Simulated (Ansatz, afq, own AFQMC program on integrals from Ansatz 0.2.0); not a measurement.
# Where AFQMC and coupled cluster stand for SnF2, singlet

```xyz
3

Sn    0.0000   -0.3140    0.0000
F     0.0000    0.9810   -1.4340
F     0.0000    0.9810    1.4340
```

Connectivity, by distances: F–Sn–F.

Basis def2-TZVPP with its core potentials. Only valence electrons are correlated. AFQMC by an in-house program on the Cholesky factors that Ansatz 0.2.0 writes for its CCSD(T) run. The CISD trial takes its coefficients from CCSD amplitudes. Released means that phaseless walkers are propagated on without the constraint, phases kept. Error bars are statistical, one sigma. No spin–orbit coupling.

Determinant: RHF, the one that the program's search chose, which needn't be the lowest solution. The geometry is a PBE0/def2-TZVP stationary point of this or a neighbouring charge and spin state.

No full CI on the walks' own integrals is used here. The released AFQMC energy serves as the reference, which it does only where one determinant dominates, the energy is flat over the last release times and near the phaseless one (40 meV or 2 meV an electron, half that with transition metals). On small molecules, where full CI could be run and the noise was under 10 meV, such values lay within 10 meV of it in 19 cases of 20, a flattering rate, since the rule was set on those same cases; what remains of the bias isn't in the error bar.

Cautions: no spin-orbit coupling; inner d shell frozen; the released value is read at 0.99 1/Eh with a noise of 11 meV, more than in the cases checked, later times being too noisy (meV from the phaseless value at times in 1/Eh: 4 ± 7 at 0.24, -1 ± 8 at 0.51, -4 ± 11 at 0.99, -21 ± 19 at 1.50).

* T1 diagnostic: 0.0170
* weight of the determinant in the CISD state: 0.863
* size of the correlated space: 18 electrons in 101 orbitals

Reference: AFQMC with the constraint released, correlation energy -16.678 ± 0.011 eV.

```
        level  E − E(reference) (kJ/mol)  share of correlation (%)
           HF               1609.2 ± 1.1                      0.00
          MP2                 54.9 ± 1.1                     96.59
         CCSD                 52.3 ± 1.1                     96.75
      CCSD(T)                  3.4 ± 1.1                     99.79
  ph-AFQMC/HF                -18.6 ± 6.1                    101.16
ph-AFQMC/CISD                  0.4 ± 1.2                     99.98
```

A walk keeps the symmetry of its determinant, which the program's search chose and which needn't be the lowest solution, so a lower state of the same spin and another symmetry isn't excluded. Released energies are given only where the last usable release times agree within the noise; a slower fall can still hide under it.
